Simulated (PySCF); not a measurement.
# C₂⁻, HF: how much the basis matters

PySCF, UHF reference; doublet, unpaired electrons σ ↑; De to C + C⁻ without counterpoise correction.

| basis | relativity | functions | Re (Å) | ωe (cm⁻¹) | De (eV) |
| --- | --- | --- | --- | --- | --- |
| def2-SVPD | no relativity | 40 | 1.249 | 2000 | n/a |
| aug-pcseg-1 | no relativity | 46 | 1.254 | 1934 | n/a |
| def2-TZVPPD | no relativity | 74 | 1.245 | 1943 | n/a |

Q: How does each smaller set differ from the one with most functions, def2-TZVPPD?

A: def2-SVPD: +0.4 pm, +2.9 % in ωe; aug-pcseg-1: +0.9 pm, -0.5 % in ωe. All at HF; the set with most functions is neither the basis-set limit nor always the best.

Hartree–Fock leaves out correlation, which carries a large part of most bond energies and some tenths to 1 eV of ionisation energies. The state is the lowest determinant that a PBE0 search found; another state may lie lower at other levels.
